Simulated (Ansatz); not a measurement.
**CH4Si (SMILES C[SiH]): a chain of runs**

We compute a series of 30 runs (HF/STO-3G, UHF/STO-3G, HF/3-21G, UHF/3-21G, HF/6-31G*, UHF/6-31G*, B3LYP/6-31G*, UB3LYP/6-31G*, and more) of CH4Si. 

The calculation is run with Ansatz 0.2.0.

## 1. Starting point

CH4Si: 6 atoms, total charge 0, spin state singlet. SMILES: `C[SiH]`. The shape is that of a PBE0-D4/def2-TZVP optimisation. The run starts from this shape.

Bond lengths: C1–Si2 1.892 Å, C1–H3 1.098 Å, C1–H4 1.091 Å, C1–H5 1.098 Å, Si2–H6 1.531 Å. Angles: C1–Si2–H6 94.2°, Si2–C1–H3 109.7°, Si2–C1–H4 113.8°, Si2–C1–H5 109.5°, H3–C1–H4 109.0°, H3–C1–H5 105.5°, H4–C1–H5 109.0°.

## 2. A geometry optimisation at HF/STO-3G (start density atoms) (run 1)

input.yaml reads:

```yaml
basis:
  gaussian:
    orbitals: STO-3G
crystal:
  periodic: [false, false, false]
  atoms:
    - {symbol: C, position_ang: [-0.093500, -0.366000, -0.370300]}
    - {symbol: Si, position_ang: [0.917300, 0.209800, 1.122300]}
    - {symbol: H, position_ang: [-1.156900, -0.410100, -0.102200]}
    - {symbol: H, position_ang: [0.215000, -1.335600, -0.763000]}
    - {symbol: H, position_ang: [-0.024000, 0.382000, -1.170800]}
    - {symbol: H, position_ang: [0.142200, 1.520000, 1.284000]}
relax:
  f_tol: 0.002
output: {orbitals: {seedname: orbitals}}
hamiltonian:
  xc: hf
```

Command:

```sh
$ ansatz run input.yaml --threads 1 --pin off --max-ram 3480MiB --events-out events.jsonl --progress --plain --runs-dir runs
```

Log:

```text
Warning: RAYON_NUM_THREADS=1 ignored (pool sized by the plan → 1); use --threads N
The last accepted step is kept in runs//last_step.txt (removed where the run ends without a failure and the disk answers)
[... 55 lines left out ...]
Total energy: -8850.95378348 eV, -325.2665521511 hartree
[... 6 lines left out ...]
Dipole moment:     0.019505     0.010453     0.028385 e Å
```

Wall time 2.9 s (1 thread of Arm Neoverse N1, shared host).

Steps, from the record of the run:

| step | energy from the first frame kept (eV) | largest force (eV/Å) |
| --- | --- | --- |
| 1 | 0.0000 | 1.6508 |
| 2 | -0.0634 | 0.4194 |
| 3 | -0.0794 | 0.1527 |
| 4 | -0.0801 | 0.0239 |
| 5 | -0.0801 | 0.0074 |
| 6 | -0.0801 | 0.0050 |
| 7 | -0.0801 | 0.0023 |

After the run. Bond lengths: C1–Si2 1.890 Å, C1–H3 1.084 Å, C1–H4 1.082 Å, C1–H5 1.084 Å, Si2–H6 1.461 Å. Angles: C1–Si2–H6 92.9°, Si2–C1–H3 110.9°, Si2–C1–H4 113.6°, Si2–C1–H5 110.9°, H3–C1–H4 107.4°, H3–C1–H5 106.4°, H4–C1–H5 107.4°.

## 3. Vibrational wavenumbers at HF/STO-3G (start density atoms) (run 2)

job.yaml reads:

```yaml
crystal:
  periodic: [false, false, false]
  atoms:
    - {symbol: C, position_ang: [-0.098642, -0.344493, -0.360396]}
    - {symbol: Si, position_ang: [0.910271, 0.227499, 1.132166]}
    - {symbol: H, position_ang: [-1.151142, -0.418624, -0.109686]}
    - {symbol: H, position_ang: [0.209895, -1.306542, -0.748282]}
    - {symbol: H, position_ang: [-0.026057, 0.370653, -1.172440]}
    - {symbol: H, position_ang: [0.155775, 1.471607, 1.258637]}
basis:
  gaussian: {orbitals: STO-3G}
total_charge: 0
hamiltonian: {xc: hf}
phonons: {temperatures: {t_min: 298.15, t_max: 298.15, t_step: 1}}
```

Command:

```sh
$ ansatz run job.yaml --threads 1 --pin off --max-ram 3480MiB --events-out events.jsonl --progress --plain --runs-dir runs
```

Log:

```text
Warning: RAYON_NUM_THREADS=1 ignored (pool sized by the plan → 1); use --threads N
[... 201 lines left out ...]
Total energy: -8850.95378882 eV, -325.2665523473 hartree
[... 6 lines left out ...]
Dipole moment:     0.019505     0.010452     0.028383 e Å
Vibrations: 215.26 820.66 838.73 879.41 1243.40 1667.10 1852.72 1867.93 2718.17 3536.48 3709.84 3733.35 cm⁻¹, zero-point energy 1.430967 eV
```

Run time: 6.9 s. Hardware: 1 thread of Arm Neoverse N1, shared host.

Runs 3 to 22 aren't shown in full; the table further down has their settings and results.

## 4. The doublet cation: the energy at UMP2/6-31G(d) (Cartesian functions, start density atoms) (run 23)

molecule.yaml reads:

```yaml
basis:
  gaussian:
    orbitals: "6-31G*"
crystal:
  periodic: [false, false, false]
  atoms:
    - {symbol: C, position_ang: [-0.097536, -0.363426, -0.373204]}
    - {symbol: Si, position_ang: [0.918292, 0.216967, 1.132070]}
    - {symbol: H, position_ang: [-1.162784, -0.419744, -0.113092]}
    - {symbol: H, position_ang: [0.216882, -1.333849, -0.760955]}
    - {symbol: H, position_ang: [-0.029587, 0.374781, -1.183205]}
    - {symbol: H, position_ang: [0.154833, 1.525371, 1.298386]}
total_charge: 1
magnetization:
  spin_polarized: true
  initial_magnetization: 1
correlation:
  method: mp2
```

Command:

```sh
$ ansatz run molecule.yaml --threads 1 --pin off --max-ram 3480MiB --events-out events.jsonl --progress --plain --runs-dir runs
```

Log:

```text
Warning: RAYON_NUM_THREADS=1 ignored (pool sized by the plan → 1); use --threads N
Functional definition: HF
  name "HF"
  exchange = exact_x
  correlation = 0
435 factors; integrals over basis functions are off by at most 7.5e-4 eV
mean field evaluation 1: about -8941.8221 eV, gradient 2.7e1 eV
mean field evaluation 2: about -8941.8507 eV, gradient 2.7e1 eV
mean field evaluation 4: about -8945.9966 eV, gradient 2.1e0 eV
mean field evaluation 8: about -8946.0826 eV, gradient 2.9e-1 eV
mean field evaluation 16: about -8946.0881 eV, gradient 2.8e-6 eV
mean field -8946.08806435 eV, -328.7626724886 hartree, gradient 2.8e-6 eV, S^2 0.758561; 0 other end points of the search recorded, 0 dependent functions left out
6 core orbitals not correlated: weight in the atoms' cores, before any rotation towards them, 1.000 or more for the frozen orbitals, at most 0.000 for the correlated occupied ones
reference -8946.08806435 eV, -328.7626724886 hartree; 6, 5 occupied and 30, 31 virtual orbitals, 435 factors
second order -4.94742734 eV of doubles, -0.00000000 eV of singles
Total energy: -8951.03549169 eV, -328.9444870898 hartree
```

Wall time 0.5 s (1 thread of Arm Neoverse N1, shared host).

Runs 24 to 29 aren't shown in full; the table further down has their settings and results.

## 5. Vibrational wavenumbers at BLYP/cc-pVTZ (start density atoms) (run 30)

job.yaml reads:

```yaml
crystal:
  periodic: [false, false, false]
  atoms:
    - {symbol: C, position_ang: [-0.097965, -0.369011, -0.377383]}
    - {symbol: Si, position_ang: [0.929931, 0.215924, 1.140949]}
    - {symbol: H, position_ang: [-1.166954, -0.418397, -0.112798]}
    - {symbol: H, position_ang: [0.215407, -1.342967, -0.768311]}
    - {symbol: H, position_ang: [-0.029527, 0.377470, -1.185852]}
    - {symbol: H, position_ang: [0.149208, 1.537081, 1.303396]}
basis:
  gaussian: {orbitals: cc-pVTZ}
hamiltonian: {xc: {name: BLYP}}
phonons: {temperatures: {t_min: 298.15, t_max: 298.15, t_step: 1}}
```

Command:

```sh
$ ansatz run job.yaml --threads 1 --pin off --max-ram 3480MiB --events-out events.jsonl --progress --plain --runs-dir runs
```

Log:

```text
Warning: RAYON_NUM_THREADS=1 ignored (pool sized by the plan → 1); use --threads N
[... 30 lines left out ...]
679 factors; their error is unknown
[... 35 lines left out ...]
679 factors; their error is unknown
[... 35 lines left out ...]
679 factors; their error is unknown
[... 36 lines left out ...]
679 factors; their error is unknown
[... 35 lines left out ...]
679 factors; their error is unknown
[... 5 lines left out ...]
679 factors; their error is unknown
[... 4 lines left out ...]
679 factors; their error is unknown
[... 4 lines left out ...]
679 factors; their error is unknown
[... 4 lines left out ...]
679 factors; their error is unknown
[... 4 lines left out ...]
679 factors; their error is unknown
[... 11 lines left out ...]
Dipole moment:    -0.120061    -0.044301    -0.159493 e Å
Vibrations: 137.51 548.81 605.34 637.31 917.59 1217.45 1400.62 1413.30 1924.77 2922.06 2967.56 3028.39 cm⁻¹, zero-point energy 1.098543 eV
```

It took 69 s on 1 thread of Arm Neoverse N1, shared host; peak memory 0.11 GiB.

## 6. The series

| run | level | task | walk f tol | partner | energy (Eh) | dipole moment (D) | wall time |
| --- | --- | --- | --- | --- | --- | --- | --- |
| 1 | HF/STO-3G (start density atoms) | optimise | 0.002 | base | -325.266552 | 0.17 | 2.9 s |
| 2 | HF/STO-3G (start density atoms) | frequencies | – | base | -325.266552 | 0.17 | 6.9 s |
| 3 | UHF/STO-3G (start density atoms) | energy | – | cation | -325.064861 | – | 0.14 s |
| 4 | UHF/STO-3G (start density atoms) | optimise | – | cation | -325.083847 | – | 3.3 s |
| 5 | HF/3-21G (start density atoms) | optimise | 0.002 | base | -327.325453 | 1.11 | 2.8 s |
| 6 | HF/3-21G (start density atoms) | frequencies | – | base | -327.325453 | 1.11 | 7.8 s |
| 7 | UHF/3-21G (start density atoms) | energy | – | cation | -327.038601 | – | 0.24 s |
| 8 | UHF/3-21G (start density atoms) | optimise | – | cation | -327.055038 | – | 3.3 s |
| 9 | HF/6-31G* (Cartesian functions, start density atoms) | optimise | 0.002 | base | -329.046543 | 1.18 | 5.1 s |
| 10 | HF/6-31G* (Cartesian functions, start density atoms) | frequencies | – | base | -329.046543 | 1.18 | 19 s |
| 11 | UHF/6-31G* (Cartesian functions, start density atoms) | energy | – | cation | -328.763966 | – | 0.44 s |
| 12 | UHF/6-31G* (Cartesian functions, start density atoms) | optimise | – | cation | -328.780477 | – | 6.6 s |
| 13 | B3LYP/6-31G* (Cartesian functions, start density atoms) | optimise | 0.002 | base | -329.941807 | 1.23 | 11 s |
| 14 | B3LYP/6-31G* (Cartesian functions, start density atoms) | frequencies | – | base | -329.941807 | 1.23 | 40 s |
| 15 | UB3LYP/6-31G* (Cartesian functions, start density atoms) | energy | – | cation | -329.623797 | – | 2.4 s |
| 16 | UB3LYP/6-31G* (Cartesian functions, start density atoms) | optimise | – | cation | -329.639321 | – | 19 s |
| 17 | PBE/def2-SVP (start density atoms) | optimise | 0.002 | base | -329.600026 | 1.21 | 8.4 s |
| 18 | PBE/def2-SVP (start density atoms) | frequencies | – | base | -329.600026 | 1.21 | 32 s |
| 19 | UPBE/def2-SVP (start density atoms) | energy | – | cation | -329.285079 | – | 2 s |
| 20 | UPBE/def2-SVP (start density atoms) | optimise | – | cation | -329.300883 | – | 20 s |
| 21 | MP2/6-31G* (Cartesian functions, start density atoms) | optimise | 0.002 | base | -329.247013 | 1.22 | 6.3 s |
| 22 | MP2/6-31G* (Cartesian functions, start density atoms) | frequencies | – | base | -329.247013 | 1.22 | 26 s |
| 23 | UMP2/6-31G* (Cartesian functions, start density atoms) | energy | – | cation | -328.944487 | – | 0.5 s |
| 24 | UMP2/6-31G* (Cartesian functions, start density atoms) | optimise | – | cation | -328.961241 | – | 9.3 s |
| 25 | CCSD/cc-pVDZ (start density atoms) | optimise | 0.002 | base | -329.338732 | 0.87 | 58 s |
| 26 | CCSD/cc-pVDZ (start density atoms) | frequencies | – | base | -329.338732 | 0.87 | 4.9 min |
| 27 | r2SCAN/def2-TZVP (start density atoms) | optimise | 0.002 | base | -329.898291 | 1.24 | 23 s |
| 28 | r2SCAN/def2-TZVP (start density atoms) | frequencies | – | base | -329.898291 | 1.24 | 98 s |
| 29 | BLYP/cc-pVTZ (start density atoms) | optimise | 0.002 | base | -329.936472 | 0.98 | 21 s |
| 30 | BLYP/cc-pVTZ (start density atoms) | frequencies | – | base | -329.936472 | 0.98 | 69 s |

## 7. Summary of results

| quantity | value |
| --- | --- |
| run 30, BLYP/cc-pVTZ: total energy | -329.93647 Eh |
| run 30, BLYP/cc-pVTZ: dipole moment | 0.98 D |
| run 30, BLYP/cc-pVTZ: largest force on an atom | 0.001 eV/Å |
| run 30, BLYP/cc-pVTZ: lowest harmonic wavenumber | 138 cm⁻¹ |
| run 30, BLYP/cc-pVTZ: highest harmonic wavenumber | 3028 cm⁻¹ |
| run 30, BLYP/cc-pVTZ: zero-point energy | 106.0 kJ/mol |
| vertical ionisation energy (to the doublet cation), HF/3-21G | 7.806 eV |
| vertical ionisation energy (to the doublet cation), HF/6-31G* | 7.689 eV |
| vertical ionisation energy (to the doublet cation), B3LYP/6-31G* | 8.653 eV |
| vertical ionisation energy (to the doublet cation), MP2/6-31G* | 8.232 eV |
| adiabatic ionisation energy (to the doublet cation, no zero-point term), HF/3-21G | 7.358 eV |
| adiabatic ionisation energy (to the doublet cation, no zero-point term), B3LYP/6-31G* | 8.231 eV |
| adiabatic ionisation energy (to the doublet cation, no zero-point term), PBE/def2-SVP | 8.140 eV |
| adiabatic ionisation energy (to the doublet cation, no zero-point term), MP2/6-31G* | 7.776 eV |

In words: At HF/3-21G: the vertical ionisation energy comes to 7.81 eV (753 kJ/mol). At HF/6-31G*: the vertical ionisation energy comes to 7.69 eV (742 kJ/mol). At B3LYP/6-31G*: the vertical ionisation energy comes to 8.65 eV (200 kcal/mol). At MP2/6-31G*: the vertical ionisation energy comes to 8.23 eV (794 kJ/mol). At HF/3-21G: the adiabatic ionisation energy (to the doublet cation, no zero-point term) is 7.36 eV (170 kcal/mol). At B3LYP/6-31G*: the adiabatic ionisation energy (to the doublet cation, no zero-point term) is 8.23 eV (794 kJ/mol). Totals of different functionals can't be ranked against each other. In runs 21, 22, 25, 26 the log says that unrestricted orbitals would lower the reference, so the values rest on an unstable closed-shell determinant (other closed-shell runs at this shape may share the fault). In runs 1, 2, 3, 4 the basis is minimal, so the values are rough. All runs together took 13 min, the longest 4.9 min.
